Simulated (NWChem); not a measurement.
**Total energies of CHO**

SMILES: [CH]=O
```xyz
3

C      0.4923    -0.3167     0.0000
O     -0.5553     0.2092     0.0000
H      1.4891     0.2260     0.0000
```
Charge 0, spin multiplicity 2.

The numbers come from NWChem runs, not from measurements. The geometry was optimised at UPBE0/def2-SVP, a minimum by its harmonic frequencies.

Basis set: def2-QZVP (144 functions).

```csv
method,total energy (Ha),relative cost
UHF,-113.30323,1
UMP2,-113.69611,under 3
UB2PLYP,-113.83592,under 3
UPBE,-113.78275,under 3
UB3LYP,-113.91128,under 3
ULC-wPBE (omega 0.3 per bohr),-113.81176,7
```

Total energies of different functionals aren't comparable as a measure of quality: only differences taken within one method are. Relative cost: rough, from shared machines, SCF included, UHF = 1.

The correlated methods keep 2 core orbitals frozen. B3LYP has NWChem's definition, with VWN1-RPA local correlation. GW and range-separated runs recompute their integrals, the others keep them in memory, which bears on the times. The structure started from a generated list of species. The unpaired electrons of the parent sit in orbitals of symmetry a' (Cs labels of the run); other states weren't searched. The stability of the SCF solutions was not checked. Open-shell Hartree-Fock references start from PBE0 orbitals; any time given for them includes that run.
